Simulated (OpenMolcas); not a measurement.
# How basis sets differ on SiN2H6 (SMILES NN[SiH3])

The species is SiN2H6 (9 atoms), meant as a singlet with charge 0. As SMILES, `NN[SiH3]`. Geometry: relaxed at PBE0-D4/def2-TZVP. This is one conformer, not always the lowest.

Each level gives the HOMO–LUMO gap (eV). The values are calculated.

```
                              level          kind     program  value (eV)  CPU time
               HF/ANO-RCC-MB (DKH2)  Hartree–Fock  OpenMolcas       18.51     5.7 s
                          HF/STO-3G  Hartree–Fock  OpenMolcas       21.21     1.8 s
                           HF/3-21G  Hartree–Fock  OpenMolcas       14.80       2 s
HF/ANO-RCC-VDZ (DKH2, RICD fitting)  Hartree–Fock  OpenMolcas       12.70     6.3 s
                       HF/6-311+G**  Hartree–Fock  OpenMolcas       12.21      14 s
```

The values span 12.21 to 21.21 eV. A Hartree–Fock LUMO above zero doesn't converge with the basis: it sinks as sets grow more diffuse. Orbital gaps aren't excitation energies. Times are those of the runs behind each value, whatever else they computed, on shared processors of several kinds: orders of magnitude only.
